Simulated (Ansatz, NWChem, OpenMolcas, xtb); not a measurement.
**NaLi (lithium sodium): the dipole moment, rung by rung**

The species is NaLi (2 atoms), meant as a singlet with charge 0. As SMILES, `[Li][Na]`. The bond length is the measured one.

```xyz
2

Li    0.0000    0.0000    0.0000
Na    0.0000    0.0000    2.8100
```

Quantity: the dipole moment, in D. The values are calculated.

| level | kind | program | value (D) | CPU time |
| --- | --- | --- | --- | --- |
| GFN2-xTB | semi-empirical | xtb | 2.01 | under 2 s |
| HF/cc-pVTZ | Hartree–Fock | OpenMolcas | 0.63 | 1.8 s |
| SVWN5/cc-pVTZ | LDA | NWChem | 0.17 | 12 s |
| PBE/cc-pVTZ | GGA | Ansatz | 0.18 | 1.4 s |
| TPSS/cc-pVTZ | meta-GGA | OpenMolcas | 0.66 | 8.9 s |
| M06-2X/cc-pVTZ | hybrid meta-GGA | OpenMolcas | 0.05 | 7.5 s |
| wB97X/cc-pVTZ | range-separated hybrid | NWChem | 0.23 | 34 s |

The values span 0.05 to 2.01 D. Magnitudes only: a small dipole may point the other way at some levels. CPU times are rough (shared hosts, several kinds of processor): they show what a rung costs within a factor of a few.
